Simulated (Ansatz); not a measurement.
How far each method lies from full CI for HPC, singlet

Geometry: a point of a stretch scan, not a stationary point.

```xyz
3

C     0.0000    0.0000   -2.1161
P     0.0000    0.0000   -0.5204
H     0.0000    0.0000    2.6366
```

Basis 6-31G; Ansatz 0.2.0. Only valence electrons are correlated (noble-gas cores frozen), which leaves 10 electrons in 18 orbitals. Prefix R: restricted or restricted open-shell reference; prefix U: unrestricted. Active spaces: pair = (2e, 2o) about the gap.

Full CI is exact within this basis and frozen core; it isn't the basis-set limit. The frozen core follows each run's orbitals, which can shift R against U totals by a few meV.

Unrestricted rows (U) aren't spin-pure: their determinants' ⟨S²⟩ exceeds S(S+1) by up to 2.04, so they mix in states of higher spin.

RHF is unstable: UHF (⟨S²⟩ = 2.04) lies 5.66 eV below the lowest RHF solution. Higher spins weren't run at this geometry and may lie near or lower.

The UHF ⟨S²⟩ is 2.037, the T1 diagnostic (RCCSD) is 0.0992 and the largest doubles amplitude (RCCSD) is 0.804.

From what is known of these methods and the diagnostics, rank them by the size of their error in total energy against full CI in 6-31G, smallest first (an estimate: the text doesn't fix the numbers).
A. RCCSDT
B. CISD
C. CASSCF (pair space)
D. UHF
E. BCCD(T)

A (6.3 kJ/mol), E (46.4 kJ/mol), B (243.3 kJ/mol), D (372.9 kJ/mol), C (487.5 kJ/mol).

All errors are against full CI in 6-31G. Below it: BCCD(T). With T1 at 0.099 and a doubles amplitude of 0.80 one determinant is a poor start. 

The program itself flagged as in doubt: BCCD(T), RCCSDT.

The full-CI state has the irrep A1 of C2v, in the program's axes (one component, if the state is degenerate).

Its occupations show that no single determinant describes this state well.

Natural occupations of full CI about the gap: 1.981 1.941 1.865 1.865 1.167 0.845 0.135 0.135 0.029 0.009; effectively unpaired electrons, Σ n²(2−n)², 2.17.
